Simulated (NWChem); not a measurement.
System: ethylamine (C₂H₇N); SMILES NCC

Excerpt of the output:

```
             Northwest Computational Chemistry Package (NWChem) 7.3.0
             --------------------------------------------------------

                             Geometry "geometry" -> ""
                             -------------------------

 Output coordinates in angstroms (scale by  1.889725989 to convert to a.u.)

  No.       Tag          Charge          X              Y              Z
 ---- ---------------- ---------- -------------- -------------- --------------
    1 C                    6.0000     0.25713300    -1.23430300    -0.03666000
    2 C                    6.0000    -0.55061100     0.04885500     0.02174300
    3 N                    7.0000     0.31511300     1.20903600    -0.07684200
    4 H                    1.0000    -0.39463900    -2.12085100    -0.01379500
    5 H                    1.0000     0.86365700    -1.26465700    -0.95427500
    6 H                    1.0000     0.94634300    -1.30847400     0.82117400
    7 H                    1.0000    -1.18870200     0.03067200     0.93294100
    8 H                    1.0000    -1.24961600     0.07262200    -0.83209500
    9 H                    1.0000    -0.23230500     2.06700300    -0.06571800
   10 H                    1.0000     0.93014500     1.25635500     0.73445600

 Effective nuclear repulsion energy (a.u.)      82.9992028211

                              NWChem Property Module
                              ----------------------

  itol2e modified to match energy
  convergence criterion.

                                 NWChem DFT Module
                                 -----------------

 Summary of "ao basis" -> "ao basis" (spherical)
 ------------------------------------------------------------------------------
       Tag                 Description            Shells   Functions and Types
 ---------------- ------------------------------  ------  ---------------------
 C                          6-311g**                 8       18   4s3p1d
 N                          6-311g**                 8       18   4s3p1d
 H                          6-311g**                 4        6   3s1p

  itol2e modified to match energy
  convergence criterion.

            General Information
            -------------------
          SCF calculation type: DFT
          Wavefunction type:  closed shell.
          No. of atoms     :    10
          No. of electrons :    26
           Alpha electrons :    13
            Beta electrons :    13
          Charge           :     0
          Spin multiplicity:     1
          Use of symmetry is: off; symmetry adaption is: off
          Maximum number of iterations: 150
          AO basis - number of functions:    96
                     number of shells:    52
          Convergence on energy requested:  1.00D-07
          Convergence on density requested:  1.00D-05
          Convergence on gradient requested:  5.00D-04

              XC Information
              --------------
                         B3LYP Method XC Potential
                     Hartree-Fock (Exact) Exchange  0.200
                        Slater Exchange Functional  0.800 local
                    Becke 1988 Exchange Functional  0.720 non-local
              Lee-Yang-Parr Correlation Functional  0.810
                  VWN I RPA Correlation Functional  0.190 local

             Grid Information
             ----------------
          Grid used for XC integration:  fine
          Radial quadrature: Mura-Knowles
          Angular quadrature: Lebedev.
          Tag              B.-S. Rad. Rad. Pts. Rad. Cut. Ang. Pts.
          ---              ---------- --------- --------- ---------
          C                   0.70       70          10.0       590
          N                   0.65       70          10.0       590
          H                   0.35       60          12.0       590
          Grid pruning is: on
          Number of quadrature shells:   630
          Spatial weights used:  Erf1

      Superposition of Atomic Density Guess
      -------------------------------------

[...]

          -----------------------------------------
          Chemical Shielding Tensors (GIAO, in ppm)
          -----------------------------------------

                                NWChem CPHF Module
                                ------------------

  scftype          =     RHF
  nclosed          =       13
  nopen            =        0
  variables        =     1079
  # of vectors     =        3
  tolerance        = 0.10D-03
  level shift      = 0.00D+00
  max iterations   =       50
  max subspace     =       30

 SCF residual:    2.8068914457332878E-005

Iterative solution of linear equations
  No. of variables     1079
  No. of equations        3
  Maximum subspace       30
        Iterations       50
       Convergence  1.0D-04

   iter   nsub   residual    time
   ----  ------  --------  ---------
     1      3    1.92D-01      49.5
     2      6    8.87D-03      54.6
     3      9    4.77D-04      60.6
     4     12    2.10D-05      66.8

      Atom:    1  C
        Diamagnetic
    244.3731     -5.0308      0.0336
     -5.0308    253.0766      0.4732
      0.0336      0.4732    240.8920

        Paramagnetic
    -82.5040     -4.8176     -3.3415
     -4.8176    -74.2188      0.7473
     -3.3415      0.7473    -92.5504

        Total Shielding Tensor
    161.8691     -9.8485     -3.3079
     -9.8485    178.8578      1.2205
     -3.3079      1.2205    148.3416

           isotropic =     163.0228
          anisotropy =      30.7847

          Principal Components and Axis System
                 1           2           3
              183.5460    157.9892    147.5333

      1        -0.4216      0.8712      0.2516
      2         0.9040      0.4255      0.0414
      3         0.0710     -0.2449      0.9670

      Atom:    2  C
        Diamagnetic
    244.8422      0.9898     -1.1269
      0.9898    253.7308     -0.3072
     -1.1269     -0.3072    238.8336

        Paramagnetic
   -102.3274     14.7509     -2.8891
     14.7509   -102.1537      2.8187
     -2.8891      2.8187   -110.9692

        Total Shielding Tensor
    142.5148     15.7407     -4.0160
     15.7407    151.5771      2.5114
     -4.0160      2.5114    127.8644

           isotropic =     140.6521
          anisotropy =      34.1678

          Principal Components and Axis System
                 1           2           3
              163.4306    134.1856    124.3400

      1         0.6027      0.6354      0.4827
      2         0.7979     -0.4887     -0.3529
      3        -0.0117     -0.5978      0.8015

      Atom:    3  N
        Diamagnetic
    312.1335      5.7122      8.5030
      5.7122    324.0560     -0.2580
      8.5030     -0.2580    300.6833

        Paramagnetic
    -86.8378     -1.3529      7.9109
     -1.3529    -74.1488    -10.0171
      7.9109    -10.0171   -107.6692

        Total Shielding Tensor
    225.2957      4.3593     16.4138
      4.3593    249.9072    -10.2751
     16.4138    -10.2751    193.0141

           isotropic =     222.7390
          anisotropy =      43.5981

          Principal Components and Axis System
                 1           2           3
              251.8044    232.1752    184.2374

      1         0.0670      0.9220     -0.3812
      2         0.9859     -0.0024      0.1676
      3        -0.1536      0.3871      0.9092

      Atom:    4  H
        Diamagnetic
     28.2175      5.3276     -0.0747
      5.3276     37.0556     -0.1094
     -0.0747     -0.1094     24.0298

        Paramagnetic
      0.9960     -2.7357      0.1296
     -2.7357     -1.3674     -0.0024
      0.1296     -0.0024      3.0666

        Total Shielding Tensor
     29.2134      2.5919      0.0549
      2.5919     35.6882     -0.1118
      0.0549     -0.1118     27.0964

           isotropic =      30.6660
          anisotropy =       8.8990

          Principal Components and Axis System
                 1           2           3
               36.5987     28.3102     27.0891

      1         0.3311      0.9413     -0.0658
      2         0.9436     -0.3296      0.0328
      3        -0.0092      0.0729      0.9973

      Atom:    5  H
        Diamagnetic
     28.6216     -2.3681     -6.5836
     -2.3681     27.0719      2.0934
     -6.5836      2.0934     32.5346

        Paramagnetic
      1.2137      0.6988      3.3950
      0.6988      2.0937     -0.3504
      3.3950     -0.3504     -0.1235

        Total Shielding Tensor
     29.8353     -1.6693     -3.1887
     -1.6693     29.1656      1.7430
     -3.1887      1.7430     32.4111

           isotropic =      30.4707
          anisotropy =       7.4893

          Principal Components and Axis System
                 1           2           3
               35.4635     28.4560     27.4925

      1        -0.5383     -0.1852      0.8222
      2         0.3543      0.8354      0.4201
      3         0.7647     -0.5175      0.3841

      Atom:    6  H
        Diamagnetic
     30.1283     -2.7170      6.8066
     -2.7170     27.7082     -1.9443
      6.8066     -1.9443     31.2952

        Paramagnetic
      0.5691      0.7264     -3.4330
      0.7264      2.5196      0.3708
     -3.4330      0.3708      0.4035

        Total Shielding Tensor
     30.6974     -1.9906      3.3736
     -1.9906     30.2278     -1.5735
      3.3736     -1.5735     31.6987

           isotropic =      30.8747
          anisotropy =       7.2991

          Principal Components and Axis System
                 1           2           3
               35.7408     29.2322     27.6510

      1         0.6133      0.0446      0.7886
      2        -0.4135      0.8688      0.2725
      3         0.6729      0.4932     -0.5513

      Atom:    7  H
        Diamagnetic
     30.3209      0.4468     -7.7585
      0.4468     26.0770     -0.3156
     -7.7585     -0.3156     31.8887

        Paramagnetic
     -0.6118      0.9654      2.6532
      0.9654      2.2693      0.1617
      2.6532      0.1617     -4.0603

[...]
```

Level: B3LYP/6-311G** (spherical d), GIAO. Structure relaxed at the PBE0/def2-SVP level. The printed shielding anisotropy is the first printed principal value minus the mean of the other two.

Problem. Which NWChem input produces such a log?

Solution. Several could match; the one computed here: the input that was run:
```
start job
memory heap 200 mb stack 900 mb global 1100 mb
geometry units angstroms noautosym nocenter noautoz
  C      0.257133    -1.234303    -0.036660
  C     -0.550611     0.048855     0.021743
  N      0.315113     1.209036    -0.076842
  H     -0.394639    -2.120851    -0.013795
  H      0.863657    -1.264657    -0.954275
  H      0.946343    -1.308474     0.821174
  H     -1.188702     0.030672     0.932941
  H     -1.249616     0.072622    -0.832095
  H     -0.232305     2.067003    -0.065718
  H      0.930145     1.256355     0.734456
end
basis spherical
  * library 6-311g**
end
dft
  xc b3lyp
  iterations 150
end
property
  shielding
end
task dft property
```
